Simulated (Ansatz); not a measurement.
**SiO (triplet): wave-function methods side by side, cc-pVDZ**

An exercise on one series of results from a longer session: the logs are not shown, and one member is left open.

The runs use Ansatz 0.2.0, Gaussian basis; cc-pVDZ, core rule «outside noble gas», up to 6 orbitals frozen.

The runs, in order: UHF; CCSD(T) on ROHF; CCSD(T) on UHF; BCCD(T) on ROHF; CISD; CCSDT(Q) on ROHF; CCSDT(Q) on UHF; CASSCF and MRCISD+Q, 10 electrons in 8 orbitals; CASSCF and NEVPT2, 10 electrons in 8 orbitals.

19 further runs of the same task are left out: 8 that didn't finish, 11 set aside as unsound or not needed.

## The system

The geometry is a PBE0/def2-TZVP stationary point (not a proven minimum).

2 atoms, charge 0, spin multiplicity 3.

Atoms are counted from 1 here; the program's logs count them from 0.

Bond lengths: Si1–O2 1.724 Å.

The first run:

The input, in.yaml:

```yaml
crystal:
  periodic: [false, false, false]
  atoms:
    - {symbol: Si, position_ang: [0.000000, 0.000000, 0.000000]}
    - {symbol: O, position_ang: [0.000000, 0.000000, 1.723500]}
basis:
  gaussian: {orbitals: cc-pVDZ}
magnetization: {spin_polarized: true, initial_magnetization: 2}
hamiltonian: {xc: hf}
output: {orbitals: {seedname: orbitals}}
```

On the command line:

```console
$ ansatz run in.yaml --threads 1 --pin off --events-out ev --progress --plain --max-ram 2393MiB
```

Steps of the session up to this table: UHF; CCSD(T) on ROHF; CCSD(T) on UHF; BCCD(T) on ROHF; CISD; CCSDT(Q) on ROHF; CCSDT(Q) on UHF; CASSCF and MRCISD+Q, 10 electrons in 8 orbitals; CASSCF and NEVPT2, 10 electrons in 8 orbitals.

One of the session's tables, all rows but one given; the rest of the session is left out.

```
          method  from RCCSDT(Q) (meV)
            ROHF               +6730.7
             UHF               +6494.3
            RMP2               +1151.0
            UMP2               +1162.4
            CISD                +808.2
           RCCSD                     ?
           UCCSD                +397.8
        RCCSD(T)                +235.5
        UCCSD(T)                +237.6
         BCCD(T)                +236.9
          RCCSDT                 +80.7
          UCCSDT                 +88.3
       RCCSDT(Q)                     0
       UCCSDT(Q)                  +6.6
  CASSCF valence               +5154.4
  NEVPT2 valence               +1406.2
  MRCISD valence                +587.2
MRCISD+Q valence                +260.8
```

Q: Estimate the row for RCCSD from the others.

The run gave: from RCCSDT(Q) (meV): +401.0. In the column «from RCCSDT(Q) (meV)» it lies between UCCSD (+397.8) and MRCISD valence (+587.2).

The program flags RCCSDT(Q), UCCSDT(Q) as in doubt (see the logs), so the zero of the table is itself unsure.

Caveats from the session: The report flags that the cluster equations may have other roots. The program flags RCCSDT(Q), UCCSDT(Q) as in doubt, so the zero of the table is itself unsure. Restricted and unrestricted rows rest on different reference determinants; where their highest levels disagree by more than a few hundredths of an eV, they describe different states and don't form one ladder.
